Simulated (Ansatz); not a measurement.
Fluorite CeO2 was calculated with revPBE (Ansatz, a first-principles code, PAW).

Settings: plane-wave cutoff 520 eV, 12×12×12 k mesh, Fermi–Dirac smearing 0.01 eV, no spin polarisation, scalar-relativistic PAW data made under PBE.

Response to compression and expansion:

| V (Å³/atom) | P (GPa) | direct gap at Γ (eV) | smallest gap on the k mesh (eV) |
|---|---|---|---|
| 12.992 | 11.65 | 3.021 | 2.043 |
| 13.268 | 7.33 | 2.903 | 1.980 |
| 13.545 | 3.46 | 2.791 | 1.919 |
| 13.821 | 0.00 | 2.685 | 1.860 |
| 14.098 | -3.11 | 2.584 | 1.802 |
| 14.374 | -5.89 | 2.489 | 1.746 |
| 14.650 | -8.38 | 2.399 | 1.692 |

The fundamental gap (1.85 eV at the equilibrium volume, with added k points) lies elsewhere than Γ–Γ.

Measured, for comparison: band gap 3 eV (temperature not stated, not corrected to a static lattice, O 2p to Ce 4f, our sources range from 3.00 to 3.20; as tabulated in Tran et al. (2019), arXiv:1908.01820).

Spin–orbit coupling is not included.
